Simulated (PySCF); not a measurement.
# C4H3NO: electronic excitations and core binding energies

Aim: predict the electronic excitations and core binding energies of C4H3NO (`C=CC(=O)C#N`).

Programs: PySCF 2.14.0, with density-fitted response routines of our own. Each step states its level of theory. These are calculated values for one molecule in the gas phase, unless marked as measured. Atoms count from 0, in the outputs and in this text.

### 1 The starting structure

9 atoms, charge 0, multiplicity 1; geometry from: GFN2-xTB.

Bonds of the start (Å): C0–C1 1.33, C1–C2 1.48, C2–O3 1.21, C2–C4 1.46, C4–N5 1.14, C0–H6 1.08, C0–H7 1.08, C1–H8 1.08.

### 2 Excited states and response: B3LYP/def2-SVPD

The job: settings as JSON, then the geometry in Å.

```
{"job": {"kind": "uv", "xc": "B3LYP", "basis": "def2-SVPD", "nstates": 8, "ntriplets": 3}, "charge": 0, "multiplicity": 1}
C     -1.629080    -0.133452     0.045519
C     -0.410131     0.324747    -0.219926
C      0.784562    -0.392941     0.267654
O      0.772962    -1.410864     0.918735
C      2.024224     0.265201    -0.124867
N      2.983721     0.799542    -0.446355
H     -2.519850     0.366011    -0.294462
H     -1.754537    -1.037310     0.621267
H     -0.238310     1.225059    -0.792744
```

With the program's defaults for keys left out, this is: TDDFT B3LYP/def2-SVPD, vertical, gas phase, core orbitals frozen in the response.

**Question.** This job is followed by: delta-SCF UKS SCAN, pcX-2 on the ionised atom, pcseg-1 elsewhere, spin-free X2C. What will the session give for the following? lowest singlet (B3LYP/def2-SVPD); brightest single state of those computed; lowest triplet; C1s binding energies, SCAN/pcX-2; O1s binding energies, SCAN/pcX-2; N1s binding energies, SCAN/pcX-2.

The runs gave:

| quantity | value |
| --- | --- |
| lowest singlet (B3LYP/def2-SVPD) | 3.47 eV (358 nm), f = 0.000 |
| brightest single state of those computed | state 2, 5.16 eV, f = 0.214 |
| lowest triplet | 2.97 eV |
| C1s binding energies, SCAN/pcX-2 | C2 294.93, C4 292.84, C1 291.83, C0 291.68 eV |
| O1s binding energies, SCAN/pcX-2 | O3 538.45 eV |
| N1s binding energies, SCAN/pcX-2 | N5 405.98 eV |

The lowest singlet, at 3.47 eV, is HOMO→LUMO 0.99 and is dark; of the 8 states computed, the strongest absorption comes from state 2 at 5.16 eV. The lowest triplet lies 0.50 eV below the lowest singlet (triplets in Tamm-Dancoff, singlets in full TDDFT). C2 (acyl cyanide carbonyl carbon) binds its C1s electron 3.25 eV more tightly than C0 (β carbon of a C=C–C=O unit).
